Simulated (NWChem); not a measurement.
# Lowest excitation of ethylamine (C2H7N)

SMILES: CCN
```xyz
10

C      1.1899     0.4470     0.0113
C      0.0408    -0.5497    -0.1004
N     -1.2484     0.1290     0.0017
H      2.1650    -0.0508    -0.1121
H      1.0940     1.2331    -0.7539
H      1.1922     0.9402     0.9989
H      0.1907    -1.3575     0.6509
H      0.0857    -1.0440    -1.0869
H     -2.0130    -0.5374    -0.1092
H     -1.3597     0.5299     0.9348
```
Charge 0, spin multiplicity 1.

Everything below was run with NWChem. Structure: optimised with B3LYP/def2-SVP, a minimum by its harmonic frequencies. It is one conformer; others weren't searched.

Basis set: 6-31+G*.

```csv
method,lowest vertical singlet excitation energy (eV),relative cost,difference from EOM-CCSD
TD-PBE,5.12,under 3,-0.91
TD-PBE0,5.84,3,-0.19
EOM-CCSD,6.03,10,0.00
TD-B3LYP,5.59,3,-0.43
CIS,7.21,1,+1.18
```

The values span 2.09 eV, from TD-PBE (lowest) to CIS (highest). Costs are rough ratios of processor time within this set of runs, SCF included, with CIS as 1.

The correlated methods keep 3 core orbitals frozen. B3LYP has NWChem's definition, with VWN1-RPA local correlation. The Pople sets run with spherical d functions. No row is a measurement; the coupled-cluster row has its own basis-set and correlation limits.
